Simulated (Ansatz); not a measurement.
Species: C2H5S, net charge -1, singlet state. It need not be the lowest isomer of its formula. Whether it binds its extra electron was not tested at this geometry. 
Coordinates optimised at B3LYP-D3(BJ)/def2-TZVP (Ansatz, an electronic-structure program):
SMILES: CC[S-]
```xyz
8

C      1.4892     0.7008     0.0093
C     -0.0393     0.7833     0.0007
S     -0.8517    -0.8521    -0.0058
H     -0.3557     1.3668     0.8770
H     -0.3458     1.3688    -0.8779
H      1.9650     1.6963     0.0131
H      1.8267     0.1479     0.8900
H      1.8367     0.1498    -0.8689
```
Charge -1, spin multiplicity 1.

Basis-set convergence of Hartree-Fock and CCSD(T) correlation energies (hartree) with Ansatz. Correlated levels leave the core frozen unless marked. No spin-orbit coupling. Non-relativistic.

```csv
basis,functions,E(HF),"E(corr, CCSD(T))",rough core time
aug-cc-pV(D+d)Z,123,-476.19634,-0.52276,under 20 s
aug-cc-pV(T+d)Z,262,…,…,90 s
```

### Question
Some entries are withheld; supply them.

### Answer

- aug-cc-pV(T+d)Z, E(HF): -476.22722
- aug-cc-pV(T+d)Z, E(corr, CCSD(T)): -0.62145
